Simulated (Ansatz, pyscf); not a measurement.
`[Cl][AlH][Cl]` → `[ClH]` + `[Al][Cl]` [singlet], a 1,1-elimination on the singlet surface: Al–Cl, Al–H broken, Cl–H formed. Optimised with ωB97X-D3(BJ)/def2-SVP in PySCF. Wave-function energies: Ansatz (a quantum-chemistry and plane-wave program), frozen core, RHF or UHF references. In kJ/mol, from the reactant's lowest minimum found.

| level | barrier | reaction energy |
|---|---|---|
| r²SCAN/def2-TZVP | 283.96 | +237.57 |
| B3LYP-D3(BJ)/def2-TZVP | 284.66 | +210.89 |
| CCSD(T)/cc-pV(D+d)Z | 300.27 | +189.46 |
| CCSDT(Q)/cc-pV(D+d)Z | ___ | ___ |
| CCSD(T)/cc-pV(T+d)Z | 301.94 | +208.25 |
| CCSD(T)/cc-pV(Q+d)Z | ___ | +217.26 |

### Question
Complete the blanks.

### Answer

- CCSDT(Q)/cc-pV(D+d)Z, barrier: 297.50
- CCSDT(Q)/cc-pV(D+d)Z, reaction energy: +189.25
- CCSD(T)/cc-pV(Q+d)Z, barrier: 305.12

In cc-pV(D+d)Z, going from CCSD(T) to CCSDT(Q) shifts the barrier by -2.77 and the reaction energy by -0.21 kJ/mol. With HF in the quadruple-zeta basis and the correlation energy extrapolated as X⁻³ from X = 3, 4, CCSD(T) gives 306.38 and +222.25; adding the double-zeta shift gives ΔE‡ = 303.61 and ΔE = +222.04 kJ/mol, without core correlation, relativity or geometry relaxation at these levels. This saddle turned up in a search for another step; its sides and bond changes are read from the two ends of the descent. This is the saddle that the search found; another between the same sides may lie lower.
